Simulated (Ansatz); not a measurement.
## A barrier at the coupled-cluster level

Start structure (CH5O, doublet), relaxed at PBE0-D4/def2-TZVP:

H1  (-0.666, -0.721, 0.382)
C2  (0.353, -0.347, 0.542)
O3  (0.756, 0.560, -0.458)
H4  (-2.055, 0.303, -2.070)
H5  (1.036, -1.196, 0.498)
H6  (0.413, 0.087, 1.548)
H7  (0.164, 1.315, -0.441)
(Å)

The step: CH₄O ([CH3][OH]) + H → CH₃O ([CH2][OH]) + H₂; bonds formed: H1–H4; bonds broken: H1–C2. Computed with Ansatz 0.2.0 (basis: def2-TZVPP and def2-QZVPP); correlated methods freeze the cores; orbitals are unrestricted. Extrapolation: Hartree–Fock as exp(−7.88 √X), correlation as X^−2.97. Energies below are by CCSD(T) at an estimated basis limit (MP2 extrapolated from triple and quadruple zeta, plus CCSD(T) − MP2 in triple zeta).

What are the electronic barrier and the energy of the step, from the start structure to the end structure? (Judge from chemistry; the value comes from the calculation.)

By the calculation: Barrier 9.85 kcal/mol; step energy -6.71 kcal/mol (downhill); reverse barrier, their difference, 16.56 kcal/mol. Barrier and step energy count from the start structure, the reverse barrier from the end structure.

The saddle point: One imaginary mode of 1183i cm⁻¹.
```
 pair  start (Å)  saddle (Å)  end (Å)
H1–H4       3.00        0.99     0.75
H1–C2       1.10        1.31     3.54
```

Zero-point energy (harmonic, PBE0-D4): ZPE is 32.53 kcal/mol at the start and 30.86 kcal/mol at the saddle, so the barrier goes from 9.85 to 8.19 kcal/mol.

No T1 diagnostic of these runs exceeds 0.016. ⟨S²⟩ of the unrestricted Hartree–Fock references: 0.75 to 0.79 (a pure state has 0.75).

Labels in which every atom is bracketed show which atoms are joined, not bond orders.

For scale, one of the runs: CCSD(T)/def2-TZVPP, 132 basis functions, launched by `ansatz run in.yaml --threads 2 --pin off --events-out ev --progress --plain --max-ram 4352MiB`. Hardware: 2 CPU threads of an AMD EPYC 7R43, shared host. Wall time 36 s; peak host memory 1.6 GiB.
